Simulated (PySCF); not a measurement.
C₃H₄ClO (charge +1).
Cartesian coordinates in Å at the GFN2-xTB level; atoms count from 1:
```
atom  x, y, z in Å
C1    -1.041   -0.290    0.026
C2     0.269    0.449   -0.198
Cl3    0.894    1.359    1.306
C4     1.434   -0.329   -0.202
O5     2.361   -0.952   -0.135
H6    -1.824    0.437    0.229
H7    -0.978   -0.982    0.861
H8    -1.311   -0.839   -0.875
H9     0.209    1.154   -1.037
```

Jobs on this species (9 atoms, 46 electrons) with PySCF (density fitting). Hardware of each: one thread of an Arm Neoverse N1, no GPU, shared host. Other jobs ran on the host; a repeat could differ by tens of per cent or more. Peak memory is the resident size of the whole Python process, interpreter and libraries included.

| level and settings | work | basis functions | SCF cycles | wall time | peak memory |
| --- | --- | --- | --- | --- | --- |
| OLYP/IGLO-II, grid level 4, level shift 0.3 Eh | 12 singlets by TDA, 2 Tamm–Dancoff triplets, polarisability, density and orbital grids written | 147 | ? | ? | ? |
| LDA/6-31G | shieldings, density and orbital grids written | 57 | ? | ? | ? |
| B3LYP/pcSseg-1, fitting basis def2-universal-jkfit | shieldings, charges and field gradients | 112 | 10 | 11 s | 0.51 GiB |
| revPBE/pcseg-1 | spin–spin couplings from 8 perturbed nuclei | 94 | 16 | 16 s | 0.40 GiB |

Q: Fill in the missing figures.

A: 
- OLYP/IGLO-II, grid level 4, level shift 0.3 Eh; 12 singlets by TDA, 2 Tamm–Dancoff triplets, polarisability, density and orbital grids written: 40 s, 0.48 GiB, 16 SCF cycles
- LDA/6-31G; shieldings, density and orbital grids written: 9.6 s, 0.34 GiB, 15 SCF cycles

Q: What do all jobs in the table cost together?

A: About 77 s; the longest takes about 52 % of that, and about 4.2 times as long as the shortest.
